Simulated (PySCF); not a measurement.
# Energy of O (oxygen, neutral) between two integer charges

The 2p beta orbital of [He] 2s2 2p4 is emptied in steps (occupation f), with all orbitals relaxed, ending at [He] 2s2 2p3. Computed with PySCF 2.14 in x2c-TZVPall (5s3p2d1f, 31 functions), with scalar relativity by spin-free X2C-1e. The exact energy is a straight line in f; departures are measured from the line between the end points of the same method.

```tsv
f	LDA (eV)	PBE (eV)	PBE0 (eV)	r2SCAN (eV)	LC-wPBE (eV)	BHandHLYP (eV)	wB97X (eV)	MN15 (eV)	CAM-B3LYP (eV)
1	0.000	0.000	0.000	0.000	0.000	0.000	0.000	0.000	0.000
0.8	-1.071	-1.057	-0.712	-0.936	-0.253	-0.389	-0.287	-0.561	-0.490
0.6	-1.619	-1.591	-1.071	-1.398	-0.380	-0.594	-0.431	-0.845	-0.743
0.4	-1.628	-1.594	-1.071	-1.392	-0.378	-0.604	-0.430	-0.847	-0.749
0.2	-1.090	-1.060	-0.711	-0.923	-0.248	-0.410	-0.282	-0.565	-0.503
0	0.000	0.000	0.000	0.000	0.000	0.000	0.000	0.000	0.000
```

```tsv
method	E(f=0) − E(f=1) (eV)	−ε at f=1 (eV)	−ε at f=0.4 (eV)
LDA	13.955	7.313	15.271
PBE	14.014	7.444	15.342
PBE0	13.814	9.383	14.714
r2SCAN	13.674	7.808	14.869
LC-wPBE	14.085	12.512	14.422
BHandHLYP	13.716	11.335	14.168
wB97X	13.772	11.996	14.147
MN15	13.867	10.380	14.567
CAM-B3LYP	14.061	11.032	14.655
```

Orbital energy along the path (eV):

```
  f      LDA      PBE     PBE0   r2SCAN  LC-wPBE  BHandHLYP    wB97X     MN15  CAM-B3LYP
  1   -7.313   -7.444   -9.383   -7.808  -12.512    -11.335  -11.996  -10.380    -11.032
0.8   -9.897  -10.025  -11.131  -10.182  -13.131    -12.222  -12.689  -11.750    -12.198
0.6  -12.554  -12.666  -12.914  -12.538  -13.774    -13.168  -13.412  -13.148    -13.407
0.4  -15.271  -15.342  -14.714  -14.869  -14.422    -14.168  -14.147  -14.567    -14.655
0.2  -18.026  -18.013  -16.501  -17.158  -15.043    -15.218  -14.861  -15.988    -15.932
  0  -20.777  -20.590  -18.218  -19.412  -15.589    -16.325  -15.475  -17.383    -17.225
```

Reference removal energy between the ground levels: 13.618 eV (measured; NIST Atomic Spectra Database, ionization energies). The calculation has no spin-orbit coupling.
